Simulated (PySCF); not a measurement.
System: H2Si, singlet: symmetric bend, bond length relaxed. Scanned: H-Si-H angle. Other coordinates (Si-H bond length) were minimised at B3LYP/def2-TZVP.

Level of theory: MP2 on RHF/cc-pVTZ, 5 core orbitals frozen (PySCF).

Scanned values (°): 180, 170, 160, 150, 140, 130, 120, 110, 100, 90, 80, 70, 60.

Problem. Describe the profile: where are the wells and the tops?

Solution. Lower than their neighbours: 180° (0.000 eV, end of the scan). Higher than their neighbours: 60° (4.837 eV, end of the scan). The whole profile spans 4.837 eV.
